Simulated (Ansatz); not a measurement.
Geometry optimisation, RKS B3LYP-D4/def2-SVP (Ansatz).

input.yaml

```yaml
crystal:
  periodic: [false, false, false]
  atoms:
    - { symbol: C, position_ang: [-0.8326, -0.2081, -0.7537] }
    - { symbol: O, position_ang: [0.2154, 0.7192, -0.5426] }
    - { symbol: C, position_ang: [0.9985, 0.5352, 0.5111] }
    - { symbol: "N", position_ang: [0.9834, -0.3921, 1.3941] }
    - { symbol: F, position_ang: [2.0458, 1.3842, 0.6672] }
    - { symbol: H, position_ang: [-1.4003, 0.1812, -1.6714] }
    - { symbol: H, position_ang: [1.72507, -0.87992, 1.93591] }
    - { symbol: H, position_ang: [-1.5448, -0.1005, 0.0654] }
    - { symbol: H, position_ang: [0.1185, -0.9833, 1.2332] }
basis:
  gaussian: { orbitals: def2-SVP }
hamiltonian:
  xc: b3lyp
  dispersion: d4
relax:
  f_tol: 0.02
  max_steps: 50
```

Launched with:

```bash
$ ansatz run input.yaml --threads 2 --pin off --max-ram 3072MiB --backend cpu --events-out ev --progress --plain --runs-dir out
```

Question: Where does it end, and by what steps?

Answer: The forces met the threshold. After 19 steps the energy has fallen by 3.469 eV; H9 moved furthest, 1.80 Å. Parted: N4–H9. Joined: C1–H9.

```json
{"step": "0", "energy less start (eV)": "0.0000", "largest force component (eV/Å)": "4.155", "accepted": "yes"}
{"step": "1", "energy less start (eV)": "-0.5881", "largest force component (eV/Å)": "1.954", "accepted": "yes"}
{"step": "2", "energy less start (eV)": "-0.8390", "largest force component (eV/Å)": "1.247", "accepted": "yes"}
{"step": "3", "energy less start (eV)": "-0.9031", "largest force component (eV/Å)": "0.857", "accepted": "yes"}
{"step": "4", "energy less start (eV)": "-1.0238", "largest force component (eV/Å)": "1.379", "accepted": "yes"}
{"step": "5", "energy less start (eV)": "-1.3117", "largest force component (eV/Å)": "1.696", "accepted": "yes"}
{"step": "6", "energy less start (eV)": "-2.0203", "largest force component (eV/Å)": "2.369", "accepted": "yes"}
{"step": "7", "energy less start (eV)": "-2.7863", "largest force component (eV/Å)": "2.000", "accepted": "yes"}
{"step": "8", "energy less start (eV)": "-3.0546", "largest force component (eV/Å)": "3.776", "accepted": "yes"}
{"step": "9", "energy less start (eV)": "-3.3756", "largest force component (eV/Å)": "0.987", "accepted": "yes"}
{"step": "10", "energy less start (eV)": "-3.2883", "largest force component (eV/Å)": "1.515", "accepted": "no"}
{"step": "11", "energy less start (eV)": "-3.4124", "largest force component (eV/Å)": "0.407", "accepted": "yes"}
{"step": "12", "energy less start (eV)": "-3.4260", "largest force component (eV/Å)": "0.151", "accepted": "yes"}
{"step": "13", "energy less start (eV)": "-3.4268", "largest force component (eV/Å)": "0.602", "accepted": "yes"}
{"step": "14", "energy less start (eV)": "-3.4554", "largest force component (eV/Å)": "0.446", "accepted": "yes"}
{"step": "15", "energy less start (eV)": "-3.4670", "largest force component (eV/Å)": "0.144", "accepted": "yes"}
{"step": "16", "energy less start (eV)": "-3.4644", "largest force component (eV/Å)": "0.258", "accepted": "no"}
{"step": "17", "energy less start (eV)": "-3.4676", "largest force component (eV/Å)": "0.324", "accepted": "yes"}
{"step": "18", "energy less start (eV)": "-3.4691", "largest force component (eV/Å)": "0.045", "accepted": "yes"}
{"step": "19", "energy less start (eV)": "-3.4692", "largest force component (eV/Å)": "0.008", "accepted": "yes"}
```

```xyz
9
Properties=species:S:1:pos:R:3
C -0.813 -0.210 -0.425
O 0.361 0.599 -0.411
C 1.163 0.445 0.629
N 0.985 -0.339 1.594
F 2.204 1.270 0.483
H -1.346 0.044 -1.349
H 1.742 -0.278 2.275
H -1.439 0.003 0.455
H -0.548 -1.278 -0.411
```

Time of the run: 32 s on 2 threads of Intel(R) Xeon(R) Platinum 8488C (Sapphire Rapids) (shared host), peak memory 0.27 GiB.
